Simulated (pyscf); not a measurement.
One four-centre exchange on the singlet surface with elements of a group swapped. ωB97M-D3(BJ)/def2-TZVP, eV, from the separated reactants. Structures and frequencies: ωB97X-D3(BJ)/def2-SVP in PySCF.

```json
[
 {"step": "`[SiH3][O][GaH2]` + `[H][H]` → `[GaH3]` + `[OH][SiH3]`", "barrier": "1.02", "reaction energy": "+0.66", "imaginary mode (i cm⁻¹)": "1354"},
 {"step": "`[SiH3][O][InH2]` + `[H][H]` → `[InH3]` + `[OH][SiH3]`", "barrier": "0.83", "reaction energy": "+0.39", "imaginary mode (i cm⁻¹)": "1291"},
 {"step": "`[AlH2][O][SiH3]` + `[H][H]` → `[AlH3]` + `[OH][SiH3]`", "barrier": "…", "reaction energy": "…", "imaginary mode (i cm⁻¹)": "1315"}
]
```

Problem. Some entries are withheld; supply them.

Solution. 
- `[AlH2][O][SiH3]` + `[H][H]` → `[AlH3]` + `[OH][SiH3]`, barrier: 1.19
- `[AlH2][O][SiH3]` + `[H][H]` → `[AlH3]` + `[OH][SiH3]`, reaction energy: +1.52

Row 1: On the product side the descent ends in an adduct with a Ga–O contact, 0.68 eV under the separated species and 0.93 eV under the saddle at ωB97X-D3(BJ)/def2-TZVP. Row 2: On the product side the descent ends in an adduct with a In–O contact, 0.60 eV under the separated species and 0.92 eV under the saddle at ωB97X-D3(BJ)/def2-TZVP. Row 3: On the product side the descent ends in an adduct with a Al–O contact, 1.02 eV under the separated species and 0.62 eV under the saddle at ωB97X-D3(BJ)/def2-TZVP. Each row is the saddle that its search found. Elements up to Kr have no core potential and no relativistic terms here. Elements past Kr carry the def2 core potentials, without spin-orbit coupling.
